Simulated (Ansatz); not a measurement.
`C#CC(C)N`, relaxed with RKS PBE-D4/def2-SVP in Ansatz 0.2.0 from a rough embedded geometry. The force threshold is 0.03 eV/Å; the program also tests the step.

Total charge 0; spin multiplicity 1.

Start:

```xyz
12

C    -2.251   -0.148   -0.470
C    -1.117   -0.076   -0.431
C     0.329    0.006   -0.398
C     0.837    1.040    0.625
N     0.929   -1.302   -0.184
H    -3.392   -0.231   -0.479
H     0.719    0.417   -1.394
H     1.906    1.103    0.662
H     0.476    0.714    1.698
H     0.409    2.017    0.522
H     0.577   -1.918   -0.864
H     0.580   -1.620    0.713
```

```
step  energy (eV)  largest force (eV/Å)  largest move (Å)
   1   -5737.6643                10.750             0.000
   2   -5738.4146                 0.967             0.103
   3   -5738.4416                 0.366             0.024
   4   -5738.4436                 0.111             0.011
   5   -5738.4441                 0.062             0.011
   6   -5738.4443                 0.059             0.009
   7   -5738.4445                 0.027             0.008
```

End:

```xyz
12

C    -2.357   -0.135   -0.468
C    -1.137   -0.031   -0.438
C     0.339    0.030   -0.389
C     0.822    1.029    0.672
N     0.974   -1.279   -0.164
H    -3.433   -0.227   -0.491
H     0.689    0.392   -1.383
H     1.929    1.058    0.670
H     0.480    0.720    1.681
H     0.427    2.045    0.477
H     0.653   -1.937   -0.887
H     0.616   -1.665    0.722
```

It took 6.5 s on 4 threads of an Arm Neoverse V2 on a shared host, with 0.14 GiB of host memory at the peak.
